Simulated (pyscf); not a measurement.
## Routes from Cl–Ta(Cl)(Cl)(Cl)–Cl + SiH₄

Candidate steps break at most two bonds and form at most two. Each was searched with GFN2-xTB (tblite) first. Single points on ωB97X-D3(BJ)/def2-SVP structures (PySCF, gas phase). Energies: ωB97M-D3(BJ)/def2-TZVP, kcal/mol, from the separated reactants, singlet surface; ΔG‡ with ideal gas, 1 atm, RRHO with modes under 100 cm⁻¹ raised to 100, one conformer, R ln 2 for chiral ones without a mode under 150 cm⁻¹.

| products | type | ΔE‡ | ΔE | ΔG‡ 298 K | ΔG‡ 900 K | ν‡ (cm⁻¹) |
|---|---|---|---|---|---|---|
| H₃Si–Cl + Cl–TaH(Cl)(Cl)–Cl | four-centre exchange | 17.6 | +6.2 | 28.9 | 49.0 | 275i |
| HCl + H₃Si–Ta(Cl)(Cl)(Cl)–Cl | four-centre exchange | 37.4 | +28.6 | 45.7 | 63.2 | 297i |

Row 1: On the reactant side the descent ends in an adduct with a H–Ta contact, 6.9 kcal/mol under the separated species and 19.6 kcal/mol under the saddle at ωB97X-D3(BJ)/def2-TZVP. On the product side the descent ends in an adduct with a Cl–Ta contact, 9.0 kcal/mol under the separated species and 11.7 kcal/mol under the saddle at ωB97X-D3(BJ)/def2-TZVP. Row 2: On the reactant side the descent ends in an adduct with a H–Ta contact, 5.2 kcal/mol under the separated species and 35.8 kcal/mol under the saddle at ωB97X-D3(BJ)/def2-TZVP. On the product side the descent ends in an adduct with a Cl–Ta contact, 4.6 kcal/mol under the separated species and 8.7 kcal/mol under the saddle at ωB97X-D3(BJ)/def2-TZVP. 

Plain bond fissions and candidates not yet searched are not listed, and one of them may be faster. Each barrier is that of the saddle found; lower ones may exist. Elements past Kr carry the def2 core potentials, without spin-orbit coupling.
